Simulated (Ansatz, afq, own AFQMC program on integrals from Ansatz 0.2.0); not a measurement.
## Si, triplet → Si, quintet

A free Si atom.

E(quintet, charge +0) − E(triplet, charge +0) at this geometry, on UHF and UHF determinants.

Basis 6-31G. Noble-gas cores (and the filled d shells of Ga–Kr and In–Xe) are frozen. AFQMC by an in-house program on the Cholesky factors that Ansatz 0.2.0 writes for its CCSD(T) run. ph-AFQMC/CISD is guided by a CISD state made of CCSD amplitudes; releasing the constraint for a short imaginary time cuts its bias at the price of noise, slowly where states lie close. Uncertainties: one standard error, sampling alone. The errors of all members are added in quadrature.

Full CI on the same integrals is exact in this basis and with this determinant's frozen core.

Errors are counted within 6-31G, not against nature.

Cautions: Si (quintet): another spin lies lower; core correlation is missing, and it shifts such a gap most where an s electron is promoted.

Reference (full CI): 69.2 kcal/mol.

```tsv
level	vertical spin gap (kcal/mol)	error against FCI (kcal/mol)
HF	57.4	-11.8
MP2	64.5	-4.7
CCSD	69.1	-0.1
CCSD(T)	69.2	0.0
CCSDT	69.2	0.0
CCSDT(Q)	69.2	0.0
ph-AFQMC/CISD	69.2 ± 0.01	0.0 ± 0.01
released AFQMC	69.2 ± 0.01	0.0 ± 0.01
```

Correlation beyond CCSD(T) changes it by less than 2 meV. The perturbative (T) step is worth +0.1 kcal/mol.

CCSDT and higher add their correlation energy to the determinant of the CCSD(T) run, since their own runs factorise the integrals more tightly (a shift of under 2 meV). A walk keeps the symmetry of its determinant, which the program's search chose and which needn't be the lowest solution, so a lower state of the same spin and another symmetry isn't excluded. Released energies are given only where the last usable release times agree within the noise; a slower fall can still hide under it.
